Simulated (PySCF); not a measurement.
Pentafluorophosphorane, PF5.
Cartesian coordinates in Å at the PBE0-D3(BJ)/def2-SVP level; atoms count from 1:
```
atom  x, y, z in Å
F1     0.6422   -0.5738   -1.3522
P2     0.0032   -0.0053   -0.0075
F3     1.1101    1.1043    0.0491
F4     0.2439   -1.3887    0.6915
F5    -1.3442    0.2681   -0.7626
F6    -0.6358    0.5639    1.3371
```

Computed, not measured: MP2 and CCSD/aug-cc-pVDZ in PySCF, restricted Hartree–Fock reference, 10 core orbitals frozen, non-relativistic, gas phase, PBE0-D3(BJ)/def2-SVP geometry.

E(HF) = -838.11490 Eh.

Question: How large is the problem?

Answer: 142 basis functions and 60 electrons; 10 orbitals frozen, which leaves o = 20 correlated occupied and v = 112 virtual orbitals. That is o·v = 2240 singles and o·v(o·v + 1)/2 = 2509920 distinct closed-shell doubles amplitudes before symmetry; the costliest CCSD step grows as o²v⁴ = 6.3 × 10^10.

Question: What are the MP2 and CCSD correlation energies?

Answer: MP2 -1.1555 Eh and CCSD -1.1607 Eh, which gives totals of -839.27039 and -839.27558 Eh. That is 0.790 eV for each correlated electron at CCSD (3047 kJ/mol in all, 0.138 % of the total energy); MP2 gives 99.6 % of the CCSD value.

Question: What is the T1 diagnostic?

Answer: 0.0137, below the customary warning level of 0.02. It is the norm of the spatial-orbital singles amplitudes over the root of the number of correlated electrons, so the norm is 0.087.

No triples correction and no basis-set extrapolation were made.

The job also held the EOM ionisation roots. The run took 3.7 min of wall time on an Intel Xeon Platinum 8488C with one thread, no GPU (shared host), and the process peaked at 2.5 GiB of memory.
